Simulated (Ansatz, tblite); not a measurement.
Cost and result up the ladder for the cluster Li2H (3 atoms). Total charge 0; doublet. Geometry: PBE-D4/def2-TZVP.

| atom | x (Å) | y (Å) | z (Å) |
| --- | --- | --- | --- |
| Li1 | 0.7522 | 0.9794 | 0.5500 |
| Li2 | -1.0916 | -0.7923 | 0.0700 |
| H3 | 0.3394 | -0.1870 | -0.6200 |

Ansatz on 4 threads of Intel Xeon 6975P-C on a shared host; xTB runs through tblite on one thread. Times are rough, summed over both states, and most runs start from the orbitals of an earlier one. CCSD(T)/def2-TZVPP serves as the yardstick here, not as an exact answer. The other state is a quartet at its own geometry, which has other bonds, so the gap mixes isomer and spin.

The xTB rows come from tblite. Correlated methods freeze no core orbitals; core or outer-core shells of Li are correlated, in sets that lack core-valence functions. In the quartet geometry the species has come apart into loosely held pieces. The structure comes from a short search, and lower isomers may exist.

Correlated methods converge slowly with the basis.

xTB has no spin-polarisation term.

```
                         level  functions  wall time  quartet − doublet (eV)  difference from CCSD(T)/def2-TZVPP (eV)
                      GFN1-xTB         10    0.002 s                    5.84                                     2.34
                      GFN2-xTB          9    0.002 s                    5.80                                     2.30
         LDA (SPW92)/def2-TZVP         34      0.2 s                    3.65                                     0.15
                 MP2/def2-TZVP         34      0.2 s                    3.08                                    -0.42
PBE-D4/def2-TZVP (with forces)         34      0.3 s                    3.06                                    -0.44
            PBE-QIDH/def2-TZVP         34     0.35 s                    3.29                                    -0.21
             PBE0-D4/def2-TZVP         34      0.4 s                    3.08                                    -0.42
        CAM-B3LYP-D4/def2-TZVP         34      0.4 s                    3.39                                    -0.11
             RPA@PBE/def2-TZVP         34     0.45 s                    3.09                                    -0.41
            CCSD(T)/def2-TZVPP         52      0.5 s                    3.50                                     0.00
           r2SCAN-D4/def2-TZVP         34      0.7 s                    3.34                                    -0.16
              B97M-V/def2-TZVP         34      0.9 s                    3.69                                     0.19
             ωB97X-V/def2-TZVP         34      0.9 s                    3.57                                     0.07
```
